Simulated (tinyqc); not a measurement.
Inside a calculation. Method: Born-Oppenheimer dynamics on the RHF/sto-3g surface (energies and gradients from PySCF), for H2O, spin multiplicity 1. Computed by tinyqc, a small Python program that keeps every step (integrals from PySCF). Settings: charge = 0, multiplicity = 1, basis = sto-3g, time step (fs) = 0.2, steps = 16. Command: `OMP_NUM_THREADS=1 python tinyqc.py 21497 21498 out.jsonl` (the two numbers bound the seeds that draw the settings). One thread of a shared host (Intel(R) Xeon(R) Processor @ 2.60GHz), about 1 s of CPU time with the checks.

## Velocity Verlet step 1

positions (bohr):
```
            x          y         z
1O  -0.007559  -0.013228  0.015118
2H   0.045353   1.283124  1.186748
3H   0.068030  -1.300132  1.233991
```

velocities (bohr per atomic time unit):
```
               x             y             z
1O  -0.000076102  -0.000005596   0.000024286
2H   0.000484898   0.000368404  -0.000447714
3H   0.000722898  -0.000279596   0.000062286
```

gradient (hartree/bohr):
```
              x            y            z
1O   0.00421046   0.01889127   0.08101988
2H  -0.00187986  -0.08776788  -0.04767024
3H  -0.00233061   0.06887661  -0.03334964
```

masses (electron masses): 1O 29156.946388, 2H 1837.152588, 3H 1837.152588

gradient after step 1 (hartree/bohr):
```
              x            y            z
1O   0.00444132   0.02010614   0.07868501
2H  -0.00203105  -0.08604614  -0.04694525
3H  -0.00241027   0.06593999  -0.03173976
```

dt = 0.2 fs = 8.2683 atomic units; x' = x + v dt - g dt^2 / (2m); after the new gradient g', v' = v - (g + g') dt / (2m).

positions after step 1 (bohr):
```
            x          y         z
1O  -0.008193  -0.013296  0.015224
2H   0.049398   1.287803  1.183933
3H   0.074051  -1.303725  1.235127
```

velocities after step 1 (bohr per atomic time unit):
```
               x             y             z
1O  -0.000077329  -0.000011125   0.000001641
2H   0.000493699   0.000759537  -0.000234802
3H   0.000733566  -0.000582973   0.000208756
```

## Velocity Verlet step 2

gradient after step 2 (hartree/bohr):
```
              x            y            z
1O   0.00445103   0.02038388   0.07309549
2H  -0.00207683  -0.08156547  -0.04422319
3H  -0.00237419   0.06118159  -0.02887229
```

As before.

positions after step 2 (bohr):
```
            x          y         z
1O  -0.008838  -0.013412  0.015145
2H   0.053517   1.295684  1.182865
3H   0.080161  -1.309772  1.237443
```

velocities after step 2 (bohr per atomic time unit):
```
               x             y             z
1O  -0.000078590  -0.000016866  -0.000019880
2H   0.000502943   0.001136713  -0.000029646
3H   0.000744333  -0.000869034   0.000345151
```

## Energy conservation

The total energy should stay constant up to terms of order dt^2; the step counts as short enough if it moves by less than 2 % of the largest kinetic energy.

Trajectory:

| time (fs) | 1O-2H (angstrom) | potential (hartree) | kinetic (hartree) | total (hartree) |
|---|---|---|---|---|
| 0.000000 | 0.925084 | -74.95507730 | 0.00117367 | -74.95390363 |
| 0.200000 | 0.925993 | -74.95564777 | 0.00174000 | -74.95390777 |
| 0.400000 | 0.928882 | -74.95674834 | 0.00283210 | -74.95391624 |
| 0.600000 | 0.933647 | -74.95824486 | 0.00431727 | -74.95392759 |
| 0.800000 | 0.940123 | -74.95995672 | 0.00601674 | -74.95393998 |
| 1.000000 | 0.948093 | -74.96168533 | 0.00773375 | -74.95395158 |
| 1.200000 | 0.957296 | -74.96324255 | 0.00928164 | -74.95396091 |
| 1.400000 | 0.967450 | -74.96447400 | 0.01050693 | -74.95396707 |
| 1.600000 | 0.978257 | -74.96527386 | 0.01130413 | -74.95396973 |
| 1.800000 | 0.989417 | -74.96559077 | 0.01162169 | -74.95396908 |
| 2.000000 | 1.000641 | -74.96542576 | 0.01146012 | -74.95396564 |
| 2.200000 | 1.011653 | -74.96482461 | 0.01086447 | -74.95396014 |
| 2.400000 | 1.022200 | -74.96386704 | 0.00991370 | -74.95395334 |
| 2.600000 | 1.032055 | -74.96265492 | 0.00870896 | -74.95394596 |
| 2.800000 | 1.041016 | -74.96130096 | 0.00736235 | -74.95393861 |
| 3.000000 | 1.048908 | -74.95991896 | 0.00598719 | -74.95393176 |
| 3.200000 | 1.055586 | -74.95861585 | 0.00469006 | -74.95392579 |

The total energy moves within 6.6e-05 hartree, under 2 % of the largest kinetic energy.
